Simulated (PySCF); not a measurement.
An unknown gives this computed stick spectrum. The calculation used TDDFT CAM-B3LYP/def2-SVPD, vertical, gas phase, core orbitals frozen in the response (PySCF). Geometries: GFN2-xTB, one conformer each.

| state | λ (nm) | f |
| --- | --- | --- |
| S1 | 235.5 | 0.665 |
| S2 | 198.4 | 0.0002 |
| S3 | 185.8 | 0.0008 |
| S4 | 179.4 | 0.012 |
| S5 | 172.5 | 0.0021 |
| S6 | 169.8 | 0.092 |
| S7 | 169.3 | 0.011 |
| S8 | 161.6 | 0.0036 |

Question: Which candidate is it? All have the formula C5H5N.
A. `[H]/N=C\C(C#C)=C`
B. `N#CCC1C=C1`
C. `C=C/C=C\C#N`

Answer: C. Its S1 lies at 5.27 eV; the nearest of the others has S1 at 4.63 eV. S1 is HOMO→LUMO (97%). Löwdin shares by element: HOMO carbon 74% or more (atoms not listed hold the other 26%); LUMO carbon 71% or more (atoms not listed hold the other 29%). At the same level the other candidates give, for their lowest levels:
- `N#CCC1C=C1`: 193 nm (f 0.005); 190 nm (f 0.062); 165 nm (f 0.000); 164 nm (f 0.017); 159 nm (f 0.004); T1 4.15 eV; HOMO -9.26, LUMO 0.52 eV
- `[H]/N=C\C(=C)C#C`: 268 nm (f 0.003); 224 nm (f 0.000); 224 nm (f 0.275); 194 nm (f 0.000); 186 nm (f 0.210); T1 3.19 eV; HOMO -8.81, LUMO -0.73 eV

The values belong to the conformer `[CH2:1]=[CH:2]/[CH:3]=[CH:4]\[C:5]#[N:6]`: C1–C2–C3–C4 180°.
Triplets come from the Tamm–Dancoff approximation.
